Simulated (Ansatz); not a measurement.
**C2H2F (SMILES C=[C]F) at UCCSD(T)/STO-3G**

Aim: the energy change on altering one bond length of C2H2F at UCCSD(T)/STO-3G, from 2 runs. 

The calculation is run with Ansatz 0.2.0.

54 further runs of the same task are left out: 3 that didn't finish, 51 set aside as unsound or not needed.

### 1 The system as given

C2H2F: 5 atoms, total charge 0, spin state doublet. As SMILES, `C=[C]F`. The coordinates come from a PBE0-D4/def2-TZVP relaxation.

Bond lengths: C1–C2 1.309 Å, C2–F3 1.302 Å, C1–H4 1.087 Å, C1–H5 1.080 Å. Angles: C1–C2–F3 130.3°, C2–C1–H4 120.7°, C2–C1–H5 119.9°, H4–C1–H5 119.4°.

### 2 The energy at UCCSD(T)/STO-3G

The input, input.yaml:

```yaml
crystal:
  periodic: [false, false, false]
  atoms:
    - symbol: C
      position_ang: [0.488200, -0.200400, 0.008400]
    - symbol: C
      position_ang: [-0.592700, 0.393700, 0.447100]
    - symbol: F
      position_ang: [-1.725600, 0.629500, -0.148900]
    - symbol: H
      position_ang: [0.534700, -0.590400, -1.005400]
    - symbol: H
      position_ang: [1.345200, -0.306200, 0.657500]
basis:
  gaussian:
    orbitals: STO-3G
magnetization:
  spin_polarized: true
  initial_magnetization: 1
correlation:
  method: ccsd_t
  frozen_orbitals: {C: 1, F: 1, H: 0}
accuracy: high
scf:
  omitted_lower_state_checks: [cluster_reference, increment]
```

Started as:

```sh
$ ansatz run input.yaml --threads 1 --pin off --max-ram 2610MiB --events-out events.jsonl --progress --plain --runs-dir runs
```

Standard output:

```text
Warning: RAYON_NUM_THREADS=1 ignored (pool sized by the plan → 1); use --threads N
Functional definition: HF
  name "HF"
  exchange = exact_x
  correlation = 0
these checks for a lower state are left out or cut short: cluster_reference, increment
294 factors; integrals over basis functions are off by at most 4.1e-8 eV
mean field evaluation 1: about -4730.3343 eV, gradient 1.2e1 eV
mean field evaluation 2: about -4730.4296 eV, gradient 1.2e1 eV
mean field evaluation 4: about -4731.6297 eV, gradient 2.1e0 eV
mean field evaluation 8: about -4731.8467 eV, gradient 9.4e-1 eV
mean field evaluation 16: about -4731.9654 eV, gradient 2.1e-7 eV
mean field -4731.96535767 eV, -173.8965194532 hartree, gradient 4.9e-8 eV, S^2 1.060361; 1 other end points of the search recorded, 0 dependent functions left out
3 core orbitals not correlated: weight in the atoms' cores, before any rotation towards them, 1.000 or more for the frozen orbitals, at most 0.000 for the correlated occupied ones
reference -4731.96535767 eV, -173.8965194532 hartree; 9, 8 occupied and 5, 6 virtual orbitals, 294 factors
second order -2.71637897 eV of doubles, -0.00000000 eV of singles
cycle   1  -3.24651092 eV  change   -5.3e-1 eV  update   8.9e-2
cycle   2  -3.65957185 eV  change   -4.1e-1 eV  update   5.5e-2
cycle   3  -3.90932196 eV  change   -2.5e-1 eV  update   3.7e-2
cycle   4  -3.98366315 eV  change   -7.4e-2 eV  update   2.0e-2
cycle   5  -4.00381890 eV  change   -2.0e-2 eV  update   7.4e-3
cycle   6  -4.01150531 eV  change   -7.7e-3 eV  update   3.9e-3
cycle   7  -4.01322536 eV  change   -1.7e-3 eV  update   2.2e-3
cycle   8  -4.01672914 eV  change   -3.5e-3 eV  update   1.1e-3
cycle   9  -4.01775635 eV  change   -1.0e-3 eV  update   4.1e-4
cycle  10  -4.01746576 eV  change    2.9e-4 eV  update   1.3e-4
cycle  11  -4.01748465 eV  change   -1.9e-5 eV  update   4.7e-5
cycle  12  -4.01745804 eV  change    2.7e-5 eV  update   1.9e-5
cycle  13  -4.01747582 eV  change   -1.8e-5 eV  update   6.7e-6
cycle  14  -4.01747682 eV  change   -1.0e-6 eV  update   2.5e-6
cycle  15  -4.01747360 eV  change    3.2e-6 eV  update   1.1e-6
cycle  16  -4.01747209 eV  change    1.5e-6 eV  update   3.6e-7
cycle  17  -4.01747219 eV  change   -1.0e-7 eV  update   1.5e-7
cycle  18  -4.01747221 eV  change   -1.9e-8 eV  update   8.3e-8
cycle  19  -4.01747229 eV  change   -7.7e-8 eV  update   4.4e-8
cycle  20  -4.01747205 eV  change    2.4e-7 eV  update   8.0e-8
cycle  21  -4.01747202 eV  change    3.0e-8 eV  update   2.8e-8
cycle  22  -4.01747200 eV  change    1.4e-8 eV  update   1.2e-8
cycle  23  -4.01747200 eV  change  -5.6e-10 eV  update   4.6e-9
cycle  24  -4.01747200 eV  change    3.4e-9 eV  update   2.1e-9
cycle  25  -4.01747200 eV  change    3.6e-9 eV  update   1.1e-9
cycle  26  -4.01747199 eV  change    2.7e-9 eV  update  6.3e-10
cycle  27  -4.01747199 eV  change   7.3e-10 eV  update  2.9e-10
perturbative correction -0.09646111 eV, -0.0035448803 hartree
Total energy: -4736.07929077 eV, -174.0477037060 hartree
Checks for a lower state left out: cluster_reference, increment
```

It took 0.28 s on 1 thread of Intel Xeon 6975P-C (Granite Rapids), shared host.

### 3 The distorted shape

The input, job.yaml:

```yaml
crystal:
  periodic: [false, false, false]
  atoms:
    - {symbol: C, position_ang: [0.758440, -0.348933, -0.101281]}
    - {symbol: C, position_ang: [-0.592700, 0.393700, 0.447100]}
    - {symbol: F, position_ang: [-1.725600, 0.629500, -0.148900]}
    - {symbol: H, position_ang: [0.804940, -0.738933, -1.115081]}
    - {symbol: H, position_ang: [1.615440, -0.454733, 0.547819]}
basis:
  gaussian: {orbitals: STO-3G}
magnetization: {spin_polarized: true, initial_magnetization: 1}
correlation: {method: ccsd_t, frozen_orbitals: {C: 1, F: 1, H: 0}}
accuracy: high
scf: {omitted_lower_state_checks: [cluster_reference, increment]}
```

Started as:

```sh
$ ansatz run job.yaml --threads 1 --pin off --max-ram 2610MiB --events-out events.jsonl --progress --plain --runs-dir runs
```

Standard output:

```text
Warning: RAYON_NUM_THREADS=1 ignored (pool sized by the plan → 1); use --threads N
[... 4 set-up lines as earlier in the session ...]
these checks for a lower state are left out or cut short: cluster_reference, increment
291 factors; integrals over basis functions are off by at most 4.1e-8 eV
mean field evaluation 1: about -4727.0597 eV, gradient 1.4e1 eV
mean field evaluation 2: about -4727.1448 eV, gradient 1.4e1 eV
mean field evaluation 4: about -4728.8389 eV, gradient 2.9e0 eV
mean field evaluation 8: about -4728.9080 eV, gradient 5.6e-1 eV
mean field evaluation 16: about -4730.8466 eV, gradient 5.4e-2 eV
mean field evaluation 32: about -4730.8467 eV, gradient 2.0e-4 eV
mean field -4730.84668352 eV, -173.8554089362 hartree, gradient 2.8e-8 eV, S^2 1.587428; 4 other end points of the search recorded, 0 dependent functions left out
3 core orbitals not correlated: weight in the atoms' cores, before any rotation towards them, 1.000 or more for the frozen orbitals, at most 0.000 for the correlated occupied ones
reference -4730.84668352 eV, -173.8554089362 hartree; 9, 8 occupied and 5, 6 virtual orbitals, 291 factors
second order -2.31144989 eV of doubles, -0.00000000 eV of singles
cycle   1  -2.81747676 eV  change   -5.1e-1 eV  update   8.4e-2
cycle   2  -3.19565976 eV  change   -3.8e-1 eV  update   4.7e-2
cycle   3  -3.33915655 eV  change   -1.4e-1 eV  update   3.3e-2
cycle   4  -3.44604977 eV  change   -1.1e-1 eV  update   2.6e-2
cycle   5  -3.53526881 eV  change   -8.9e-2 eV  update   1.9e-2
cycle   6  -3.62200287 eV  change   -8.7e-2 eV  update   1.3e-2
cycle   7  -3.65922720 eV  change   -3.7e-2 eV  update   8.5e-3
cycle   8  -3.67643712 eV  change   -1.7e-2 eV  update   6.1e-3
cycle   9  -3.69815192 eV  change   -2.2e-2 eV  update   4.4e-3
cycle  10  -3.70473709 eV  change   -6.6e-3 eV  update   2.5e-3
cycle  11  -3.70522908 eV  change   -4.9e-4 eV  update   1.4e-3
cycle  12  -3.70648358 eV  change   -1.3e-3 eV  update   5.4e-4
cycle  13  -3.70656532 eV  change   -8.2e-5 eV  update   1.9e-4
cycle  14  -3.70639100 eV  change    1.7e-4 eV  update   8.1e-5
cycle  15  -3.70636195 eV  change    2.9e-5 eV  update   2.8e-5
cycle  16  -3.70630270 eV  change    5.9e-5 eV  update   1.3e-5
cycle  17  -3.70630796 eV  change   -5.3e-6 eV  update   5.4e-6
cycle  18  -3.70631059 eV  change   -2.6e-6 eV  update   2.6e-6
cycle  19  -3.70631354 eV  change   -3.0e-6 eV  update   1.2e-6
cycle  20  -3.70631450 eV  change   -9.5e-7 eV  update   5.0e-7
cycle  21  -3.70631435 eV  change    1.4e-7 eV  update   2.5e-7
cycle  22  -3.70631408 eV  change    2.7e-7 eV  update   1.6e-7
cycle  23  -3.70631387 eV  change    2.1e-7 eV  update   1.2e-7
cycle  24  -3.70631349 eV  change    3.8e-7 eV  update   8.6e-8
cycle  25  -3.70631334 eV  change    1.5e-7 eV  update   5.5e-8
cycle  26  -3.70631318 eV  change    1.6e-7 eV  update   1.2e-7
cycle  27  -3.70631269 eV  change    4.8e-7 eV  update   9.8e-8
cycle  28  -3.70631235 eV  change    3.5e-7 eV  update   6.6e-8
cycle  29  -3.70631206 eV  change    2.8e-7 eV  update   3.8e-8
cycle  30  -3.70631194 eV  change    1.2e-7 eV  update   1.8e-8
cycle  31  -3.70631189 eV  change    5.0e-8 eV  update   9.1e-9
cycle  32  -3.70631187 eV  change    2.0e-8 eV  update   4.7e-9
cycle  33  -3.70631187 eV  change    6.1e-9 eV  update   1.9e-9
cycle  34  -3.70631186 eV  change    1.9e-9 eV  update  8.4e-10
cycle  35  -3.70631186 eV  change   2.6e-10 eV  update  3.7e-10
perturbative correction -0.13478071 eV, -0.0049530997 hartree
Total energy: -4734.68777609 eV, -173.9965664847 hartree
Checks for a lower state left out: cluster_reference, increment
```

Wall time 0.42 s (1 thread of Intel Xeon 6975P-C (Granite Rapids), shared host).

### 4 What came out

At UCCSD(T)/STO-3G, 3 core orbitals frozen:

| quantity | value |
| --- | --- |
| first shape: total energy | -174.04770 Eh |
| first shape: correlation energy (3 core orbitals frozen) | -151.2 mEh |
| first shape: (T) correction | -3.54 mEh |
| first shape: ⟨S²⟩ of the reference determinant | 1.060 |
| first shape: T1 diagnostic | 0.045 |
| distorted shape: total energy | -173.99657 Eh |
| distorted shape: correlation energy (3 core orbitals frozen) | -141.2 mEh |
| distorted shape: (T) correction | -4.95 mEh |
| distorted shape: ⟨S²⟩ of the reference determinant | 1.587 |
| distorted shape: T1 diagnostic | 0.061 |
| energy change with the C1–C2 bond stretched from 1.309 to 1.636 Å | 1.392 eV |

What this shows: With the C1–C2 bond stretched from 1.309 to 1.636 Å the energy rises by 1.39 eV (32 kcal/mol). The first shape isn't relaxed at this level, so the change isn't measured from a minimum. The minimal basis adds a large error of its own. ⟨S²⟩ (first shape) is 1.06 where a pure doublet has 0.75: the reference is spin-contaminated. The T1 diagnostic (first shape) of 0.045 is above the customary mark for such species, so a single reference may not serve. The triples (first shape) make up 2.3 % of the correlation energy. ⟨S²⟩ (distorted shape) is 1.59 where a pure doublet has 0.75: the reference is spin-contaminated. The T1 diagnostic (distorted shape) of 0.061 is above the customary mark for such species, so a single reference may not serve.
